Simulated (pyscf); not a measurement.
Structures and frequencies: ωB97X-D3(BJ)/def2-SVP in PySCF. MP2 and CC: frozen core, UHF for open shells. ΔMP2 is the change of the MP2 total energy from the triple- to the quadruple-zeta basis.

SMILES: [NH2][Ga]([OH])[Cl]
```xyz
7

N      1.4358    -0.6267    -0.2463
Ga     0.1585    -0.0100     0.8476
O      0.5620     1.0227     2.2324
Cl    -1.8954    -0.5123     0.4995
H      2.4196    -0.4216    -0.1252
H      1.2475    -1.2191    -1.0447
H     -0.2002     1.2998     2.7522
```
Charge 0, spin multiplicity 1.

**Question.** How much does it cost (ΔH, 298 K, CCSD(T)/def2-TZVPP + ΔMP2(QZVPP)) to split H₂N–Ga(OH)–Cl (SMILES [NH2][Ga]([OH])[Cl]) at its Ga–O bond into [H₂N–Ga–Cl]• + OH•?

**Answer.** Ga–O to [H₂N–Ga–Cl]• + OH•: 107.7 kcal/mol. The radicals are drawn with the spin at the cut bond; how far it spreads was not checked. Other isomers of [H₂N–Ga–Cl]• were not searched in full and may lie lower. The CCSD(T) − MP2 part came from Ansatz, without density fitting, on the same reference. The frozen core leaves the outer d or s,p core shells of the metals and heavy elements correlated in the MP2 and CC values, and def2-TZVPP describes them poorly, which can shift differences by a few kcal/mol. Left out: the spin-orbit lowering of OH. Elements up to Kr have no core potential and no relativistic terms here.
